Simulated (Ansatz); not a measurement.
We consider CsCl-type TlCl, described by LC-ωPBE (Ansatz, a program for electronic structure, PAW).

Settings: plane-wave cutoff 460 eV, 8×8×8 k mesh, Fermi–Dirac smearing 0.01 eV, scalar-relativistic PAW data made under PBE.

Cell (relaxed at this level):

```yaml
crystal:
  lattice:
    - [3.85035, 0.00000, 0.00000]
    - [0.00000, 3.85035, 0.00000]
    - [0.00000, 0.00000, 3.85035]
  atoms:
    - { symbol: Tl, position: [0.00000, 0.00000, 0.00000] }
    - { symbol: Cl, position: [0.50000, 0.50000, 0.50000] }
```

Task: What does this level give for the bulk modulus, band gap, Γ–Γ gap and pressure derivative B′ of the bulk modulus?

Result: 
bulk modulus: 24.9 GPa
band gap: 7.27 eV (on the SCF k mesh)
Γ–Γ gap: 16.05 eV
pressure derivative B′ of the bulk modulus: 5.4

Spin–orbit coupling is not included; with these elements it can move the gap by several tenths of an eV or more.

It cost roughly 15 core-minutes of CPU time.
